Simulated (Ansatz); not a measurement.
**BNH3 (SMILES B[NH]): levels of theory compared**

We compute a comparison of 6 runs (UHF/STO-3G, UB2PLYP/STO-3G, UB3LYP/STO-3G, UBLYP/STO-3G, UCCSDT(Q)/STO-3G, UCCSD(T)/STO-3G) of BNH3. 

The calculation is run with Ansatz 0.2.0.

53 further runs of the same task are left out: 53 set aside as unsound or not needed.

**1. The molecule**

The species is BNH3 (5 atoms), meant as a doublet with charge 0. SMILES: `B[NH]`. The H4–B1 distance was set to 3.009 Å, away from the relaxed value. At this shape a bond of the SMILES string is far longer than usual.

Bond lengths: B1–N2 1.329 Å, B1–H3 1.210 Å, N2–H5 0.999 Å. Angles: B1–N2–H5 163.9°, N2–B1–H3 118.8°.

**2. The energy at UHF/STO-3G (run 1)**

File in.yaml:

```yaml
crystal:
  periodic: [false, false, false]
  atoms:
    - {symbol: B, position_ang: [0.669176, -0.065592, 1.393889]}
    - {symbol: "N", position_ang: [1.511176, 0.959708, 1.465689]}
    - {symbol: H, position_ang: [0.565176, -0.802892, 2.347989]}
    - {symbol: H, position_ang: [-0.964100, -0.573100, -1.081900]}
    - {symbol: H, position_ang: [2.188376, 1.626208, 1.774789]}
basis:
  gaussian:
    orbitals: STO-3G
accuracy: high
hamiltonian:
  xc: hf
magnetization:
  spin_polarized: true
  initial_magnetization: 1
```

Command:

```
$ ansatz run in.yaml --threads 1 --pin off --max-ram 2610MiB --events-out events.jsonl --progress --plain --runs-dir runs
```

The program printed:

```text
Warning: RAYON_NUM_THREADS=1 ignored (pool sized by the plan → 1); use --threads N
Functional definition: HF
  name "HF"
  exchange = exact_x
  correlation = 0
207 factors; integrals over basis functions are off by at most 8.0e-9 eV
mean field evaluation 1: about -2163.9061 eV, gradient 1.9e1 eV
mean field evaluation 2: about -2163.9155 eV, gradient 1.9e1 eV
mean field evaluation 4: about -2166.6171 eV, gradient 1.7e0 eV
mean field evaluation 8: about -2166.6200 eV, gradient 1.5e-1 eV
mean field evaluation 16: about -2167.4922 eV, gradient 1.7e-8 eV
mean field evaluation 32: about -2164.8632 eV, gradient 3.0e-2 eV
mean field evaluation 64: about -2164.2243 eV, gradient 4.1e0 eV
mean field -2167.49220175 eV, -79.6538692355 hartree, gradient 1.8e-8 eV, S^2 1.488402; 2 other end points of the search recorded, 0 dependent functions left out
reference -2167.49220175 eV, -79.6538692355 hartree; 8, 7 occupied and 5, 6 virtual orbitals, 207 factors
Total energy: -2167.49220175 eV, -79.6538692355 hartree
```

It took 0.12 s on 1 thread of Arm Neoverse V1, shared host.

**3. The energy at UB2PLYP/STO-3G (run 2)**

File job.yaml:

```yaml
crystal:
  periodic: [false, false, false]
  atoms:
    - symbol: B
      position_ang: [0.669176, -0.065592, 1.393889]
    - symbol: "N"
      position_ang: [1.511176, 0.959708, 1.465689]
    - symbol: H
      position_ang: [0.565176, -0.802892, 2.347989]
    - symbol: H
      position_ang: [-0.964100, -0.573100, -1.081900]
    - symbol: H
      position_ang: [2.188376, 1.626208, 1.774789]
basis:
  gaussian:
    orbitals: STO-3G
magnetization:
  spin_polarized: true
  initial_magnetization: 1
hamiltonian:
  xc: {name: B2PLYP}
accuracy: high
correlation:
  frozen_orbitals: {B: 1, H: 0, "N": 1}
```

Command:

```
$ ansatz run job.yaml --threads 1 --pin off --max-ram 2610MiB --events-out events.jsonl --progress --plain --runs-dir runs
```

The program printed, cut to the lines that bear on the results:

```text
Warning: RAYON_NUM_THREADS=1 ignored (pool sized by the plan → 1); use --threads N
Functional definition: B2PLYP
  name "B2PLYP"
[...]
207 factors; integrals over basis functions are off by at most 8.0e-9 eV
[...]
mean field -2176.13994490 eV, -79.9716679343 hartree, gradient 1.6e-8 eV, S^2 1.082048; 1 other end points of the search recorded, 0 dependent functions left out
2 core orbitals not correlated: weight in the atoms' cores, before any rotation towards them, 1.000 or more for the frozen orbitals, at most 0.000 for the correlated occupied ones
reference -2176.13996333 eV, -79.9716686117 hartree; 6, 5 occupied and 5, 6 virtual orbitals, 207 factors
second order -4.36248662 eV of doubles, -0.00000000 eV of singles
Total energy: -2177.31783472 eV, -80.0149545868 hartree
```

Run time: 2.5 s. Hardware: 1 thread of Arm Neoverse V1, shared host; peak memory 0.11 GiB.

**4. A single-point energy at UB3LYP/STO-3G (run 3)**

File run.yaml:

```yaml
crystal:
  periodic: [false, false, false]
  atoms:
    - {symbol: B, position_ang: [0.669176, -0.065592, 1.393889]}
    - {symbol: "N", position_ang: [1.511176, 0.959708, 1.465689]}
    - {symbol: H, position_ang: [0.565176, -0.802892, 2.347989]}
    - {symbol: H, position_ang: [-0.964100, -0.573100, -1.081900]}
    - {symbol: H, position_ang: [2.188376, 1.626208, 1.774789]}
basis:
  gaussian: {orbitals: STO-3G}
magnetization: {spin_polarized: true, initial_magnetization: 1}
hamiltonian: {xc: {name: B3LYP}}
accuracy: high
```

Command:

```
$ ansatz run run.yaml --threads 1 --pin off --max-ram 2610MiB --events-out events.jsonl --progress --plain --runs-dir runs
```

The program printed:

```text
Warning: RAYON_NUM_THREADS=1 ignored (pool sized by the plan → 1); use --threads N
Functional definition: B3LYP
  name "B3LYP"
  parameter a0 = 0.2
  parameter ax = 0.72
  parameter ac = 0.81
  exchange = (1 - a0 - ax)*slater_x + ax*b88_x + a0*exact_x
  correlation = (1 - ac)*vwn_rpa_c + ac*lyp_c
207 factors; integrals over basis functions are off by at most 8.0e-9 eV
mean field evaluation 1: about -2179.0958 eV, gradient 1.8e1 eV
mean field evaluation 2: about -2158.4582 eV, gradient 6.4e1 eV
mean field evaluation 4: about -2181.0833 eV, gradient 5.6e-1 eV
mean field evaluation 8: about -2181.0273 eV, gradient 3.8e-2 eV
mean field evaluation 16: about -2181.0279 eV, gradient 7.7e-5 eV
mean field -2181.02786071 eV, -80.1512955273 hartree, gradient 5.0e-8 eV, S^2 0.763431; 2 other end points of the search recorded, 0 dependent functions left out
reference -2181.02788943 eV, -80.1512965828 hartree; 8, 7 occupied and 5, 6 virtual orbitals, 207 factors
Total energy: -2181.02788943 eV, -80.1512965828 hartree
```

It took 1.5 s on 1 thread of Arm Neoverse V1, shared host; peak memory 0.11 GiB.

Runs 4 to 5 aren't shown in full; the table further down has their settings and results.

**5. The energy at UCCSD(T)/STO-3G (run 6)**

File in.yaml:

```yaml
basis:
  gaussian: {orbitals: STO-3G}
crystal:
  periodic: [false, false, false]
  atoms:
    - {symbol: B, position_ang: [0.669176, -0.065592, 1.393889]}
    - {symbol: N, position_ang: [1.511176, 0.959708, 1.465689]}
    - {symbol: H, position_ang: [0.565176, -0.802892, 2.347989]}
    - {symbol: H, position_ang: [-0.964100, -0.573100, -1.081900]}
    - {symbol: H, position_ang: [2.188376, 1.626208, 1.774789]}
magnetization: {spin_polarized: true, initial_magnetization: 1}
scf: {omitted_lower_state_checks: [cluster_reference, increment]}
accuracy: high
correlation: {method: ccsd_t, frozen_orbitals: {B: 1, H: 0, "N": 1}}
```

Command:

```
$ ansatz run in.yaml --threads 1 --pin off --max-ram 2610MiB --events-out events.jsonl --progress --plain --runs-dir runs
```

The program printed, cut to the lines that bear on the results:

```text
Warning: RAYON_NUM_THREADS=1 ignored (pool sized by the plan → 1); use --threads N
[... 2 set-up lines as earlier in the session ...]
[...]
207 factors; integrals over basis functions are off by at most 8.0e-9 eV
[...]
mean field -2167.49220175 eV, -79.6538692355 hartree, gradient 1.8e-8 eV, S^2 1.488402; 6 other end points of the search recorded, 0 dependent functions left out
2 core orbitals not correlated: weight in the atoms' cores, before any rotation towards them, 1.000 or more for the frozen orbitals, at most 0.000 for the correlated occupied ones
reference -2167.49220175 eV, -79.6538692355 hartree; 6, 5 occupied and 5, 6 virtual orbitals, 207 factors
second order -2.18434758 eV of doubles, -0.00000000 eV of singles
cycle   1  -2.55649716 eV  change   -3.7e-1 eV  update   1.0e-1
[...]
cycle  33  -3.82691579 eV  change  -5.0e-10 eV  update  9.0e-11
perturbative correction -0.12268513 eV, -0.0045085955 hartree
Total energy: -2171.44180268 eV, -79.7990143924 hartree
Checks for a lower state left out: cluster_reference, increment
```

It took 0.22 s on 1 thread of Arm Neoverse V1, shared host.

**6. All runs side by side**

```csv
run,level,frozen core orbitals,energy (Eh),⟨S²⟩,wall time
1,UHF/STO-3G,–,-79.653869,1.488,0.12 s
2,UB2PLYP/STO-3G,2,-80.014955,1.082,2.5 s
3,UB3LYP/STO-3G,–,-80.151297,0.763,1.5 s
4,UBLYP/STO-3G,–,-80.113904,0.753,1.2 s
5,UCCSDT(Q)/STO-3G,2,-79.804977,1.488,0.82 s
6,UCCSD(T)/STO-3G,2,-79.799014,1.488,0.22 s
```

**7. Results**

```
                                          quantity         value
                               run 6: total energy  -79.79901 Eh
run 6: correlation energy (2 core orbitals frozen)    -145.1 mEh
                             run 6: (T) correction     -4.51 mEh
          run 6: ⟨S²⟩ of the reference determinant         1.488
                              run 6: T1 diagnostic         0.106
```

What this shows: Below the UHF energy at the same shape and in the same basis (STO-3G): UCCSDT(Q) -151.1 mEh; UCCSD(T) -145.1 mEh. Totals of different functionals can't be ranked against each other. In runs 1, 2, 3, 4, 5, 6 the basis is minimal, so the values are rough. Spin contamination of the reference: run 1 ⟨S²⟩ = 1.49, run 5 ⟨S²⟩ = 1.49, run 6 ⟨S²⟩ = 1.49, run 2 ⟨S²⟩ = 1.08. Where it is this large, the reference is a mixture of spin states, and values that rest on it are in doubt. All runs together took 6.3 s, the longest 2.5 s.
